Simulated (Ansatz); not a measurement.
A calculation on zinc-blende CdS (metastable phase) returned lattice constant a 5.985 Å, bulk modulus 48.6 GPa.

For reference: lattice constant a 5.832 Å (measured, room temperature, no zero-point or thermal correction, our sources range from 5.818 to 5.832; as tabulated in arXiv:1206.3780).

Problem. Which level of theory produced these numbers?
A) r²SCAN (Ansatz (an electronic-structure program))
B) r²SCAN50 (Ansatz)
C) revPBE (Ansatz)
D) HSE06 (Ansatz)

Solution. C, revPBE (Ansatz)

The others give: r²SCAN50 5.844 Å, 66.6 GPa; HSE06 5.886 Å, 59.4 GPa; r²SCAN 5.878 Å, 60.5 GPa.

Unless a cell is named, each level is at its own relaxed cell (HSE06 25.49, r²SCAN 25.38, r²SCAN50 24.95, revPBE 26.80 Å³/atom).

Ansatz's density-functional and Hartree–Fock values are scalar-relativistic unless marked +SOC, with PAW data made under PBE.
